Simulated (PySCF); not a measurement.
**Neon: a sound run and one with changed settings**

Sound run: Ne [Ne], Ne⁺ [He] 2s2 2p5. Computed with PySCF 2.14 in cc-pVDZ (3s2p1d, 14 functions), with the non-relativistic Hamiltonian (point nucleus). The sound run starts from symmetry-adapted Hartree-Fock orbitals and uses a fine grid where one is needed.

Changed run: initial guess minao, at most 3 SCF cycles. This setting is unsound on purpose.

```json
{"species": "Ne", "method": "UHF", "sound run (hartree)": "-128.48878", "changed run (hartree)": "-128.48878", "converged": "no"}
{"species": "Ne", "method": "MN15", "sound run (hartree)": "-128.82549", "changed run (hartree)": "-128.82549", "converged": "no"}
{"species": "Ne", "method": "PBE0", "sound run (hartree)": "-128.80510", "changed run (hartree)": "-128.80510", "converged": "no"}
{"species": "Ne⁺", "method": "UHF", "sound run (hartree)": "-127.76598", "changed run (hartree)": "-127.76586", "converged": "no"}
{"species": "Ne⁺", "method": "MN15", "sound run (hartree)": "-128.04287", "changed run (hartree)": "-128.04287", "converged": "no"}
{"species": "Ne⁺", "method": "PBE0", "sound run (hartree)": "-128.02752", "changed run (hartree)": "-128.02750", "converged": "no"}
```

The SCF was stopped early; the energies are upper bounds that still move, and correlated levels were skipped or rest on poor orbitals.
